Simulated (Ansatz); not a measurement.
We consider bcc W, described by LDA in Ansatz (plane waves, PAW).

A relaxed, unreconstructed slab of the (100) face has 8 atoms, two equal faces of 9.829 Å² each and an energy of -81033.3208 eV. A bulk cell of 2 atoms with the same orientation and in-plane k mesh has -20259.6941 eV. Energies are extrapolated to zero smearing.

Run with plane-wave cutoff 500 eV, 18×18×1 k mesh (along the axes of the cell as run), Fermi–Dirac smearing 0.1 eV, scalar-relativistic PAW data made under PBE.

Worked out: γ = (E_slab − N E_bulk per atom)/2A = [-81033.3208 − 8 × (-20259.6941/2)]/(2 × 9.829) = 0.2775 eV/Å². With 16.022 J/m² per eV/Å² this is 4.45 J/m², or 2.73 eV per surface cell and face.

Ansatz is a program for electronic structure.
